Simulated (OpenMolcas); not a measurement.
## C4H2 (1,3-butadiyne): a line through the functionals

C4H2: 6 atoms, total charge 0, spin state singlet. SMILES: `C#CC#C`. The coordinates come from a PBE0-D4/def2-TZVP relaxation.

The HOMO–LUMO gap y, in eV, basis aug-cc-pVDZ; a is the functional's share of exact exchange. Programs: OpenMolcas 26.06.

| functional | program | a | y (eV) |
| --- | --- | --- | --- |
| r2SCAN | OpenMolcas | 0 | 5.18 |
| revPBE | OpenMolcas | 0 | 4.78 |
| B3LYP | OpenMolcas | 0.2 | 6.34 |
| PBE0 | OpenMolcas | 0.25 | ? |
| BHLYP | OpenMolcas | 0.5 | 8.71 |

**Question.** Fit y = c + s·a to the known rows and predict PBE0.

**Answer.** 
1. Means of the 4 rows: a = 0.1750, y = 6.253.
2. Σ(Δa)² = 0.1675, Σ(Δa·Δy) = 1.2463, so the slope is 1.2463/0.1675 = 7.4406.
3. Intercept: 6.253 − (7.4406) × 0.1750 = 4.951. The largest residual of the fit is 0.23.
4. PBE0: 4.951 + (7.4406) × 0.25 = 6.81 eV.

The run gave 6.78 eV, so the prediction is off by +0.03 eV, within the scatter of the fit. Exact exchange lowers occupied levels and raises empty ones. The rows mix families of semi-local functionals, which the line can't see.
